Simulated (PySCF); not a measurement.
Bonds broken one at a time in the series B SiH3-H. Gas-phase values, no solvent. Strings in code marks are SMILES.

The numbers are results of B3LYP-D3(BJ)/def2-TZVP // M06-2X/def2-TZVP in PySCF, not measurements. B3LYP has the VWN-RPA correlation part, as in Gaussian. 

```csv
species,highest occupied spin orbital (eV),dipole moment (D)
radical fragment (`[SiH3]`),-6.11,0.08
radical fragment (`[SiH3][B][SiH3]`),-5.37,0.20
whole molecule (`[SiH3]B[SiH3]`),–,0.41
radical fragment (`[BH][SiH3]`),-5.65,0.46
```
